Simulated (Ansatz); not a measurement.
**FH₅SSi (built from SMILES F[SiH3].S): a reaction path by the nudged elastic band**

Aim: the minimum-energy path between two given structures and its highest point. Both ends were relaxed at PBE0-D4 in triple zeta.

Program: Ansatz 0.2.0, Gaussian basis. Level of theory: PBE0-D4/def2-SVP. These are calculated values, not measurements.

22 further runs of the same task are left out: 22 set aside as unsound or not needed.

**1. The starting structure**

The first end: 8 atoms, charge 0, spin multiplicity 1.

Atoms are counted from 1 here; the program's logs count them from 0.

Bond lengths: Si1–F2 1.605 Å, Si1–H3 1.480 Å, Si1–H4 1.480 Å, Si1–H5 1.483 Å, H6–S7 1.342 Å, S7–H8 1.342 Å. Angles: F2–Si1–H3 108.8°, F2–Si1–H4 108.7°, F2–Si1–H5 107.0°, H3–Si1–H4 111.4°, H3–Si1–H5 110.5°, H4–Si1–H5 110.3°, H6–S7–H8 92.2°.

As a file:

```xyz
8
FH5SSi
Si   -0.53926    0.38283   -1.18485
F     1.05234    0.26862   -1.00860
H    -1.12560   -0.97359   -1.11141
H    -1.07336    1.26096   -0.11967
H    -0.78702    0.98306   -2.51841
H     1.44024   -0.94864    1.23442
S     0.42946   -1.10268    2.10352
H     0.60319    0.12945    2.60499
```

The second end:

```
Si   -1.0204    0.3000   -0.3422
F     2.4581   -0.9124   -0.6726
H    -1.4715   -0.8785   -1.1155
H    -2.1824    1.0764    0.1531
H    -0.1357    1.1677   -1.1529
H     1.8121   -0.8593    0.0031
S     0.0686   -0.5399    1.3192
H     0.4713    0.6460    1.8078
```

**2. The band at PBE0-D4/def2-SVP**

File neb/in.yaml:

```yaml
crystal:
  periodic: [false, false, false]
  atoms:
    - {symbol: Si, position_ang: [-0.539255, 0.382829, -1.184848]}
    - {symbol: F, position_ang: [1.052335, 0.268616, -1.008597]}
    - {symbol: H, position_ang: [-1.125603, -0.973589, -1.111413]}
    - {symbol: H, position_ang: [-1.073360, 1.260960, -0.119672]}
    - {symbol: H, position_ang: [-0.787017, 0.983056, -2.518405]}
    - {symbol: H, position_ang: [1.440242, -0.948644, 1.234423]}
    - {symbol: S, position_ang: [0.429465, -1.102679, 2.103524]}
    - {symbol: H, position_ang: [0.603192, 0.129450, 2.604989]}
basis:
  gaussian: {orbitals: def2-SVP}
hamiltonian: {xc: pbe0, dispersion: d4}
neb:
  images: 5
  climbing: true
  max_iterations: 40
  initial_path: idpp
  final_atoms:
    - {symbol: Si, position_ang: [-1.020448, 0.300032, -0.342243]}
    - {symbol: F, position_ang: [2.458070, -0.912446, -0.672551]}
    - {symbol: H, position_ang: [-1.471536, -0.878482, -1.115525]}
    - {symbol: H, position_ang: [-2.182364, 1.076384, 0.153109]}
    - {symbol: H, position_ang: [-0.135683, 1.167711, -1.152870]}
    - {symbol: H, position_ang: [1.812068, -0.859253, 0.003129]}
    - {symbol: S, position_ang: [0.068597, -0.539941, 1.319169]}
    - {symbol: H, position_ang: [0.471297, 0.645993, 1.807781]}
```

The run is started by

```
$ ansatz run in.yaml --threads 2 --pin off --events-out ev --progress --plain --max-ram 4352MiB
```

Before running it: what results should come out? Wanted: from earlier runs: barrier over the separately found saddle, CCSD(T)/def2-TZVPP.

**Answer**, as computed:

```
                                                                       quantity                                                     value
                                                PBE0-D4/def2-SVP, 11 iterations  highest 35.9 kcal/mol (image 3), last end +11.8 kcal/mol
from earlier runs: barrier over the separately found saddle, CCSD(T)/def2-TZVPP                                             46.5 kcal/mol
```

In words: The highest image lies 35.9 kcal/mol above the first end, and it climbed, so it estimates the saddle. The ends are not quite minima at this level (largest force component 0.93 eV/Å), so the heights are unreliable: relaxing the first end would lower it and raise the barrier above it. The highest image is 10.6 kcal/mol below the CCSD(T) barrier in triple zeta, which comes from separate runs on the saddle.
